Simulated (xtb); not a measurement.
xtb input:

```bash
xtb mol.xyz --gfn 2 --ohess tight --chrg -1 --uhf 0
```
mol.xyz:
```
8

C     -0.03890167     1.67270373     0.10064709
S     -0.00855080     0.30198650     1.24111548
C     -0.02820626    -1.09811759     0.08646347
H      0.92525809     1.66918199    -0.54389828
H     -0.90396420     1.60149565    -0.56835802
H     -0.02577310    -2.04012889     0.68594780
H     -0.87643558    -1.09411245    -0.51339606
H      0.92608838    -1.03363673    -0.50360703
```

Problem. Predict the final energy.

Solution. -10.18778 Eh (GFN2-xTB).

It need not be the lowest isomer of its formula. Whether it binds its extra electron was not tested at this geometry.
